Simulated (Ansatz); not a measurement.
**What a trial cell of Zr3W relaxes into**

These are results of DFT PBE, scalar-relativistic, plane waves, PAW (Ansatz), not measurements. Cutoff 420 eV, Γ-centred k mesh, Gaussian smearing, no spin polarisation in the final step.

The start puts Zr3W on the TiAl3 (D0_22) structure type (I4/mmm, No. 139), with W in place of Ti, Zr in place of Al, at a guessed volume.

```
Zr W
1.0
    -1.93787    1.93787    4.32875
     1.93787   -1.93787    4.32875
     1.93787    1.93787   -4.32875
Zr W
3 1
Direct
  0.50000 0.50000 0.00000
  0.25000 0.75000 0.50000
  0.75000 0.25000 0.50000
  0.00000 0.00000 0.00000
```

Steps on the 6×6×6 mesh (4 atoms). 7 of 7 steps are shown, and the free energy counts from the last. Trial steps that were taken back and renewals of the plane-wave basis can be among the rows.

| step | ΔF (meV/atom) | V (Å³/atom) | P (GPa) |
| --- | --- | --- | --- |
| 1 | 573.1 | 16.26 | 46.99 |
| 2 | 141.9 | 18.40 | 19.31 |
| 3 | 11.0 | 20.25 | 3.81 |
| 4 | 3.3 | 20.76 | 0.37 |
| 5 | 2.6 | 20.84 | -0.18 |
| 6 | 1.9 | 20.77 | 0.11 |
| 7 | 0.0 | 20.77 | 0.17 |

A final relaxation ran on a 16×16×16 mesh. The relaxed crystal, I4/mmm (No. 139):

```cif
data_structure
_symmetry_space_group_name_H-M 'I4/mmm'
_symmetry_Int_Tables_number 139
_cell_length_a 4.1295
_cell_length_b 4.1295
_cell_length_c 9.7618
_cell_angle_alpha 90.000
_cell_angle_beta 90.000
_cell_angle_gamma 90.000
_cell_volume 166.46
loop_
_atom_site_label
_atom_site_type_symbol
_atom_site_symmetry_multiplicity
_atom_site_Wyckoff_symbol
_atom_site_fract_x
_atom_site_fract_y
_atom_site_fract_z
_atom_site_occupancy
Zr1 Zr 2 b 0.50000 0.50000 0.00000 1
Zr2 Zr 4 d 0.50000 0.00000 0.25000 1
W1 W 2 a 0.00000 0.00000 0.00000 1
```

For Zr3W, the volume per atom is 20.81 Å³, the density is 9.13 g/cm³ and the energy over the elements is 0.26 eV/atom. The gap on the 16×16×16 mesh is 0 eV (a metal).

Formation energies are uncorrected and refer to the elements' standard structures at the same level.

The final run used a 16×16×16 mesh on its 4-atom cell and 0.10 eV smearing. For metals, differences of a few meV/atom aren't resolved. Spin–orbit coupling is left out.

Symmetry constrained the relaxation, so the result can be a saddle point.

Cost: 3 runs of about 3.9 core-minutes in all, on Arm Neoverse V1 (shared hosts).